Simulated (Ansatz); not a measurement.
**Volume per atom of some hcp solids**

Method: LDA in Ansatz (PAW). References are measured values corrected to a static lattice or taken at low temperature (these still hold zero-point motion). The table is a random draw of 8 from 13 solids with such references.

Values in Å³/atom.

```json
[
 {"solid": "hcp Zr", "reference": "23.18†", "LDA": "21.78", "error (%)": "-6.0"},
 {"solid": "hcp Ti", "reference": "17.50†", "LDA": "16.11", "error (%)": "-7.9"},
 {"solid": "hcp Co", "reference": "10.96†", "LDA": "10.01", "error (%)": "-8.7"},
 {"solid": "hcp Tl", "reference": "27.99†", "LDA": "27.29", "error (%)": "-2.5"},
 {"solid": "hcp Mg", "reference": "22.65†", "LDA": "21.61", "error (%)": "-4.6"},
 {"solid": "hcp Y", "reference": "32.95†", "LDA": "29.93", "error (%)": "-9.2"},
 {"solid": "hcp Hf", "reference": "22.30†", "LDA": "20.83", "error (%)": "-6.6"},
 {"solid": "hcp Re", "reference": "14.62†", "LDA": "14.33", "error (%)": "-2.0"}
]
```

Over these 8 solids the mean error is -5.9 %, the mean absolute error 5.9 % (median 6.3 %), and the worst case hcp Y at -9.2 % (its reference is marked and can be at fault); the value is below the reference in 8 of 8 cases. Over all 13 the mean error is -5.6 % and the mean absolute error 5.6 % (median 6.0 %).

All these references are brought to a static lattice.

Spin–orbit coupling is left out, also for the solids with elements from indium on (hcp Tl, hcp Hf, hcp Re); its size isn't shown.

† marks references with one source in our tables, § those from which another value on file, of any temperature, differs by over 15 %.

Differences are worked out from the printed values.

Ansatz's density-functional and Hartree–Fock values are scalar-relativistic unless marked +SOC, with PAW data made under PBE.

Ansatz's runs of these crystals have no spin polarisation, but for hcp Co.

Density-functional runs with spin start from parallel moments for hcp Co.

Not in this set, of the hcp solids with a reference value in our tables and a result at some level: 1 for a reference at room or unstated temperature (hcp Lu). These can be a level's worst cases. Values held back for tests aren't counted. Layered and molecular crystals are counted apart. The metals Ce to Yb are counted apart.

References as tabulated in Lejaeghere et al. (2013), arXiv:1204.2733.

Ansatz is a first-principles code.
